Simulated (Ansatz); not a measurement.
# AlSF (singlet): the correlation ladder, cc-pVDZ

Aim: climb from Hartree-Fock through coupled cluster for AlSF (singlet) at one geometry and basis, and see what each rung misses.

Method: cc-pVDZ, core rule «outside noble gas», up to 11 orbitals frozen; program: Ansatz 0.2.0, Gaussian basis.

The runs, in order: UHF; CCSD(T) on RHF; BCCD(T) on RHF; CISD; CCSDT(Q) on RHF.

23 further runs of the same task are left out: 6 for a known fault of the program, 9 that didn't finish, 8 set aside as unsound or not needed.

### 1 The geometry

The geometry is a PBE0/def2-TZVP stationary point (not a proven minimum).

3 atoms, charge 0, spin multiplicity 1.

Atoms are counted from 1 here; the program's logs count them from 0.

Bond lengths: F1–Al2 1.631 Å, Al2–S3 1.996 Å. Angles: F1–Al2–S3 180.0°.

### 2 UHF

The input, in.yaml:

```yaml
crystal:
  periodic: [false, false, false]
  atoms:
    - {symbol: F, position_ang: [0.000000, 0.000000, -1.752567]}
    - {symbol: Al, position_ang: [0.000000, 0.000000, -0.121767]}
    - {symbol: S, position_ang: [0.000000, 0.000000, 1.874333]}
basis:
  gaussian: {orbitals: cc-pVDZ}
magnetization: {spin_polarized: true, initial_magnetization: 0}
hamiltonian: {xc: hf}
output: {orbitals: {seedname: orbitals}}
```

Command:

```sh
ansatz run in.yaml --threads 1 --pin off --events-out ev --progress --plain --max-ram 2393MiB
```

The runs that follow: CCSD(T) on RHF; BCCD(T) on RHF; CISD; CCSDT(Q) on RHF.

Q: Predict the results of all the runs planned. Wanted: RCCSDT(Q) from the RHF energy; RMP2 from RCCSDT(Q); RCCSD from RCCSDT(Q); RCCSD(T) from RCCSDT(Q); T1 diagnostic.

The runs gave:

```
                         quantity        value
    RCCSDT(Q) from the RHF energy  -10.7281 eV
              RMP2 from RCCSDT(Q)   +719.8 meV
             RCCSD from RCCSDT(Q)   +341.4 meV
          RCCSD(T) from RCCSDT(Q)    +56.7 meV
levels within 1 kcal/mol (43 meV)       RCCSDT
                    T1 diagnostic        0.018
```

RCCSD(T) lands +56.7 meV from the yardstick (0.5 % of the correlation energy). These misses are within one basis, not against nature.
